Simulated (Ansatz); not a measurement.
`CN=O` → `[CH2]` (triplet) + `N=O`  (formal loss of a carbene)

Program: Ansatz. Geometries: PBE0-D4/def2-TZVP. ΔE: electronic, gas phase. CBS: def2 TZ/QZ extrapolation, frozen cores. DFT in def2-TZVPP. Triplets are unrestricted, without spin–orbit coupling.

`CN=O`:

Z-matrix (Å, degrees):
```
C
N 1 1.468
H 1 1.094 2 106.8
H 1 1.094 2 106.8 3 -114.2
H 1 1.092 2 111.9 3 122.9
O 2 1.193 1 113.9 3 -122.9
```

`[CH2]` (triplet):

```xyz
3

C    -0.112    0.052   -0.247
H    -0.236    0.871    0.444
H     0.348   -0.923   -0.197
```

`N=O`:

```xyz
3

N    -0.260    0.349   -0.053
O     0.275   -0.065    0.926
H    -0.015   -0.284   -0.872
```

| level | ΔE (kcal/mol) |
| --- | --- |
| BLYP-D4 | 107.9 |
| BLYP | 106.0 |
| MP2/cc-pV(T+d)Z | 107.9 |
| CCSD(T)/cc-pV(T+d)Z | 104.8 |

**Question.** What does CCSD(T)/CBS give? (Estimate.)

**Answer.** Computed: +107.5 kcal/mol. The listed levels differ from it by 0.4, -1.5, 0.4, -2.7 kcal/mol.

Largest T1 diagnostic among the species: 0.015.

Leaving LDA and LC-ωPBE aside and taking each functional with its dispersion term where it has one, the values, not all of them listed here, spread over 8.2 kcal/mol, from r2SCAN0-D4 to ωB97X-V. LDA lies +18.3 kcal/mol from PBE without D4. At CCSD(T), def2-SVP lies −5.1 kcal/mol from the extrapolated value and def2-TZVPP −2.8 kcal/mol.
